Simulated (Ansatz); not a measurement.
Input file:

```yaml
crystal:
  periodic: [false, false, false]
  atoms:
    - {symbol: Cl, position_ang: [-0.766952, 0.000000, 0.000000]}
    - {symbol: H, position_ang: [0.557048, 0.000000, 0.000000]}
    - {symbol: B, position_ang: [1.996048, 0.000000, 0.000000]}
    - {symbol: H, position_ang: [2.505121, 0.000000, 1.077008]}
    - {symbol: H, position_ang: [2.505121, 0.000000, -1.077008]}
basis:
  gaussian: {orbitals: cc-pVDZ, fitting: {mean_field: def2-universal-jkfit}}
magnetization: {spin_polarized: false, initial_magnetization: 1}
correlation: {active_space: {window: {electrons: 3, orbitals: 3}, places: [1, 2]}}
accuracy: high
```

```sh
$ ansatz run in.yaml --threads 1 --pin off --events-out ev --progress --plain --max-ram 2393MiB
```

Task: One thing in this input was set wrong on purpose, beside settings that are merely unusual. What is the gravest fault, and what does the program do?

Result: Two definitions of the active space. How the run ends: refused.
```
Error: invalid value for `correlation.active_space`: name one of window, places and ras
```
